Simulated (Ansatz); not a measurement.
# Abstraction of F: AlHF2 + MgH → AlHF + MgHF

Species: AlHF2 `[F][AlH][F]`, singlet; MgH, doublet; AlHF `[F][AlH]`, doublet; MgHF `[F][MgH]`, singlet. A radical takes F: the energy is the difference in strength between the Al–F bond broken and the Mg–F bond made.

Shapes, held fixed at every level: PBE0-D4/def2-TZVP. Programs: Ansatz 0.2.0. The zero-point and thermal change to 298 K, harmonic and unscaled (PBE0-D4/def2-TZVP), is -2.0 kJ/mol.

```csv
level,kind,ΔH(298 K) (kJ/mol),less CCSD(T)/def2-TZVPP,CPU time (sum over the molecules)
HF/def2-SVP,Hartree–Fock,+69.7,-4.0,–
SPW92/def2-TZVPP,LDA,+69.6,-4.1,4.1 s
r2SCAN-D4/def2-TZVPP,meta-GGA,+65.2,-8.5,13 s
BHLYP-D4/def2-TZVPP,global hybrid,+72.7,-1.0,6 s
PBE0-D4/def2-TZVPP,global hybrid,+66.9,-6.8,6.3 s
r2SCAN0-D4/def2-TZVPP,global hybrid,+69.3,-4.4,11 s
CCSD(T)/def2-SVP,coupled cluster or CI,+63.1,-10.6,4.9 s
CCSD(T)/def2-TZVPP,coupled cluster or CI,+73.7,0.0,24 s
```

The highest level, CCSD(T)/def2-TZVPP, gives ΔH(298 K) = +73.7 kJ/mol; the levels span +63.1 to +73.7. The column of differences is taken from that level and isn't an error. No measured value is set beside it here. Open shells run unrestricted. Outer-core shells of Mg are correlated, in sets that cover them unevenly. Times are processor times on shared x86 and Arm servers, and rough.
